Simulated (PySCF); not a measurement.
**Broadened absorption spectrum of ethyl formate**

Ethyl formate, C₃H₆O₂.
Geometry (GFN2-xTB, Å), atoms numbered from 1 in this order:
```xyz
11
C3H6O2 angstrom
C     -1.273    0.248   -0.476
C     -0.353    0.062    0.722
O      0.964    0.557    0.447
C      1.799   -0.261   -0.165
O      1.587   -1.386   -0.507
H     -1.302    1.296   -0.767
H     -2.276   -0.078   -0.219
H     -0.917   -0.343   -1.317
H     -0.702    0.640    1.579
H     -0.281   -0.997    0.987
H      2.760    0.263   -0.310
```

Computed with TDDFT PBE0/def2-SVPD, vertical, gas phase, core orbitals frozen in the response (PySCF 2.14.0, density-fitted response routines).

Computed states:

| state | E (eV) | f |
| --- | --- | --- |
| S1 | 5.98 | 0.0016 |
| S2 | 7.92 | 0.035 |
| S3 | 8.22 | 0.119 |
| S4 | 8.32 | 0.0001 |
| S5 | 8.65 | 0.0042 |
| S6 | 8.67 | 0.065 |
| S7 | 8.93 | 0.0025 |
| S8 | 9.16 | 0.015 |

Broadening: Gaussians 0.3 eV wide at half height, area fixed by f = 4.319×10⁻⁹ ∫ε dν̃. The cross-section is σ = 3.8235×10⁻²¹ ε cm², given in Mb (10⁻¹⁸ cm²). The width is an assumption, not a result. The curve ends short of the highest state used, and states not computed would add to its high-energy end.

Problem. What does the envelope look like, and where are its maxima?

Solution. 
(E (eV), σ (Mb)): (5.53, 0.00), (5.62, 0.01), (5.70, 0.05), (5.79, 0.18), (5.88, 0.41), (5.96, 0.54), (6.05, 0.47), (6.14, 0.25), (6.22, 0.09), (6.31, 0.02), (6.39, 0.00), (6.48, 0.00), (6.57, 0.00), (6.65, 0.00), (6.74, 0.00), (6.83, 0.00), (6.91, 0.00), (7.00, 0.00), (7.09, 0.00), (7.17, 0.00), (7.26, 0.00), (7.35, 0.00), (7.43, 0.01), (7.52, 0.08), (7.61, 0.59), (7.69, 2.28), (7.78, 6.56), (7.87, 12.05), (7.95, 16.20), (8.04, 23.11), (8.13, 35.17), (8.21, 41.70), (8.30, 33.93), (8.39, 19.00), (8.47, 13.38), (8.56, 18.27)

Maxima: 207 nm (5.98 eV), ε about 140, made up of S1 (100%); 151 nm (8.21 eV), ε about 11000, made up of S3 (98%) (ε in L mol⁻¹ cm⁻¹; maxima over ε = 5, shares over 10%). At its high-energy end, 8.56 eV, the curve is still rising (ε about 4800, from S6).

Problem. On this curve, what absorbance would a 10⁻⁵ mol/L sample give at 222 nm over a 1 cm path?

Solution. 222 nm is 5.585 eV, where ε is about 1.2 L mol⁻¹ cm⁻¹, so A = ε c l ≈ 1.2e-05 (Beer–Lambert, with the gas-phase spectrum and the assumed width).

Problem. Coming from long wavelengths, where does ε first pass 100 L mol⁻¹ cm⁻¹?

Solution. At about 211 nm (5.87 eV), 0.11 eV below S1.

Problem. What would ε be at 8.21 eV, the highest of these maxima, with half the width (0.15 eV)?

Solution. About 21100 L mol⁻¹ cm⁻¹ against 10900, a factor of about 1.9; a lone state at its own centre would give exactly 2.

One conformer stands for the species.
